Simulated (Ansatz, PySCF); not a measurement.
System: PH$_{2}$, net charge 0, doublet state. 
Coordinates optimised at B3LYP-D3(BJ)/def2-TZVP (Ansatz, a first-principles code):
SMILES: [PH2]
```xyz
3

P      0.0052    -0.0015     0.1165
H     -0.0501     1.0329    -0.8596
H     -0.0274    -1.0099    -0.8876
```
Charge 0, spin multiplicity 2.

Property: atomisation energy (electronic, to ground-state atoms), in kcal/mol. Cores are frozen in the correlated levels unless marked. Open shells are spin-unrestricted. Spin-orbit coupling is left out. Non-relativistic. The coupled-cluster limit lacks core correlation, which all-electron functionals hold. Basis-set limits of correlation are two-point, X^-3; Hartree-Fock from the larger set (for Q and 5 zeta extrapolated as (X+1)exp(-9√X)).

| level | program | atomisation energy (kcal/mol) |
|---|---|---|
| PBE/def2-TZVPD | Ansatz | ___ |
| BP86-D3(BJ)/def2-TZVPD | PySCF + dftd3 | ___ |
| B3LYP-D3(BJ)/def2-TZVPD | Ansatz + dftd3 | 159.5 |
| B3LYP-D4/def2-TZVPD | Ansatz + dftd4 | 159.1 |
| TPSSh-D4/def2-TZVPD | PySCF + dftd4 | 160.8 |
| B2GP-PLYP/def2-TZVPD | Ansatz | ___ |
| SCS-MP2/6-31G | Ansatz | 105.0 |
| SCS-MP2/cc-pV(Q+d)Z | Ansatz | 152.2 |
| CCSD/def2-SVP | Ansatz | ___ |
| CCSD/cc-pV(5+d)Z | Ansatz | 152.0 |
| CCSD(T)/CBS(cc-pV(Q+d)Z,cc-pV(5+d)Z) | Ansatz | 154.1 |

**Question.** Complete the blanks.

**Answer.** 
- PBE/def2-TZVPD, atomisation energy (kcal/mol): 154.6
- BP86-D3(BJ)/def2-TZVPD, atomisation energy (kcal/mol): 162.7
- B2GP-PLYP/def2-TZVPD, atomisation energy (kcal/mol): 151.3
- CCSD/def2-SVP, atomisation energy (kcal/mol): 138.4
